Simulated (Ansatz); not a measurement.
Reaction (SMILES): CC([NH-])=O → [CH2-]C(N)=O

Property: isomerisation energy (electronic), in kcal/mol. Set-up: 6-311+G** with 5d; no spin-orbit coupling; six Cartesian d functions in 6-31G* and its kin unless marked 5d; LANL2DZ all-electron up to Ne; dispersion terms only where a functional's name holds one; non-relativistic. Ab initio and DFT rows: single points at B3LYP-D3(BJ) geometries (Ansatz, a quantum-chemistry and plane-wave program). Sets without +, aug- or the D of def2-TZVPD hold no diffuse functions, which anions need.

```json
[
 {"level": "B3LYP/STO-3G", "program": "Ansatz", "isomerisation energy (electronic) (kcal/mol)": "21.0"},
 {"level": "B3LYP/3-21G", "program": "Ansatz", "isomerisation energy (electronic) (kcal/mol)": "13.3"},
 {"level": "B3LYP/LANL2DZ", "program": "Ansatz", "isomerisation energy (electronic) (kcal/mol)": "12.7"},
 {"level": "B3LYP/6-31G", "program": "Ansatz", "isomerisation energy (electronic) (kcal/mol)": "16.4"},
 {"level": "B3LYP/6-31G*", "program": "Ansatz", "isomerisation energy (electronic) (kcal/mol)": "19.4"},
 {"level": "B3LYP/6-31+G*", "program": "Ansatz", "isomerisation energy (electronic) (kcal/mol)": "16.9"},
 {"level": "B3LYP/6-31G**", "program": "Ansatz", "isomerisation energy (electronic) (kcal/mol)": "17.9"},
 {"level": "B3LYP/def2-SVP", "program": "Ansatz", "isomerisation energy (electronic) (kcal/mol)": "14.5"},
 {"level": "B3LYP/cc-pVDZ", "program": "Ansatz", "isomerisation energy (electronic) (kcal/mol)": "14.5"},
 {"level": "B3LYP/6-311+G**", "program": "Ansatz", "isomerisation energy (electronic) (kcal/mol)": "14.5"},
 {"level": "B3LYP/def2-TZVPD", "program": "Ansatz", "isomerisation energy (electronic) (kcal/mol)": "14.8"}
]
```

No value to compare with is used here. The 10 habitual levels span 12.7 (B3LYP/LANL2DZ) to 21.0 kcal/mol (B3LYP/STO-3G); B3LYP/def2-TZVPD gives 14.8.

The sets are all those run for this method; runs whose electronic state is in doubt are left out.
